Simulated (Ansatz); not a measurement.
Start from `O[SiH2][AlH2]` and change one atom or group to get `[AlH2][SiH2][SiH3]`.

Ansatz, PBE0-D4/def2-TZVP geometries, multiplicity 1. Each molecule was computed in one conformer, which needn't be the lowest.

```csv
property,`O[SiH2][AlH2]`
HOMO–LUMO gap (PBE0/def2-TZVPP) / eV,5.40
LUMO energy (PBE/def2-TZVPP) / eV,-2.78
HOMO energy (PBE0/def2-TZVPP) / eV,-7.42
HOMO energy (PBE/def2-TZVPP) / eV,-6.31
LUMO energy (PBE0/def2-TZVPP) / eV,-2.01
zero-point energy (PBE0-D4/def2-TZVP) / kJ/mol,115.2
```

(1) What does the change do to each property? (Best estimate.)

Answers

(1) The calculation gave: 
```csv
property,`[AlH2][SiH2][SiH3]`,shift
HOMO–LUMO gap (PBE0/def2-TZVPP) / eV,5.27,-0.13
LUMO energy (PBE/def2-TZVPP) / eV,-2.93,-0.15
HOMO energy (PBE0/def2-TZVPP) / eV,-7.46,-0.04
HOMO energy (PBE/def2-TZVPP) / eV,-6.44,-0.13
LUMO energy (PBE0/def2-TZVPP) / eV,-2.19,-0.18
zero-point energy (PBE0-D4/def2-TZVP) / kJ/mol,143.0,27.8
```

The zero-point energy changes by 27.8 kJ/mol with +6 modes.
